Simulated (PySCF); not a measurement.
**Working out the electron affinity of S**

S⁻ [Ne] 3s2 3p5 (2P) → S [Ne] 3s2 3p4 (3P). Computed with PySCF 2.14 in x2c-TZVPPall with one added diffuse shell each of s, p, d type (6s6p4d1f, 51 functions), with scalar relativity by spin-free X2C-1e. Frozen: [Ne]. Energies in hartree (1 hartree = 27.21139 eV):

```csv
part,S⁻ (lower),S (upper)
UHF,-398.617025,-398.584924
CCSD correlation,-0.174866,-0.140486
(T),-0.007588,-0.004886
```

Q: What does Hartree-Fock give?

A: (-398.584924) − (-398.617025) = 0.032101 hartree = 0.874 eV.

Q: What do CCSD and CCSD(T) give?

A: The CCSD correlation energies differ by 0.034380 hartree = 0.936 eV and the triples by 0.002702 hartree = 0.074 eV, so CCSD gives 1.810 eV and CCSD(T) 1.884 eV.

A first-order spin-orbit estimate adds -0.003 eV to CCSD(T) (valence), giving 1.881 eV against 2.077 eV (measured; photodetachment measurements, as compiled on the Wikipedia data page of electron affinities).

What remains against the reference includes basis incompleteness, the frozen core and higher excitations.
